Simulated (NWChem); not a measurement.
What each level costs for CS

SMILES: [C-]#[S+]
```xyz
2

C      0.0000     0.0000     1.1192
S      0.0000     0.0000    -0.4197
```
Charge 0, spin multiplicity 1.

Program: NWChem. Structure: optimised with B3LYP/def2-SVP, a minimum by its harmonic frequencies.

Basis set: def2-QZVP (127 functions). Each entry is one whole single-point run; the coupled-cluster runs use the TCE module, and the SCF and DFT modules converge to different thresholds.

The correlated methods keep 6 core orbitals frozen. B3LYP has NWChem's definition, with VWN1-RPA local correlation. The structure started from a generated list of species.

Task: Roughly how much processor time does each of these take, relative to RHF: MP2, B2PLYP, PBE, B3LYP, PBE0, CR-CCSD(T)?

Result: PBE0 about the same, within a factor of 3; PBE about the same, within a factor of 3; B3LYP about the same, within a factor of 3; MP2 about the same, within a factor of 3; B2PLYP about the same, within a factor of 3; CR-CCSD(T) about 10 (rough ratios from shared machines).
